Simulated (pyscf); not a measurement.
H₃C–CH(CH₃)–NH₂ (SMILES CC(C)N) → H₂C=CH–CH₃ (SMILES C=CC) + NH₃ (SMILES N), an elimination (singlet surface; C–N, C–H broken, H–N formed). Optimised with ωB97X-D3(BJ)/def2-SVP in PySCF. Energies in kcal/mol from the reactant's lowest minimum found.

AM1 to PM7: differences of heats of formation from MOPAC. 

In single points PM6 puts the saddle at 58.8 kcal/mol and the reaction energy at +20.6 kcal/mol. Should these be trusted to within a few kcal/mol? Compare with ωB97M-D3(BJ)/def2-TZVP.

ωB97M-D3(BJ)/def2-TZVP gives ΔE‡ = 72.0 kcal/mol and ΔE = +18.1 kcal/mol. PM6 lies 13.2 kcal/mol under it in the barrier and 2.5 kcal/mol over it in the reaction energy, so on this step it does not hold to within 3.0 kcal/mol. ωB97M-D3(BJ)/def2-TZVP has limits of its own. This is the saddle that the search found; another between the same sides may lie lower.
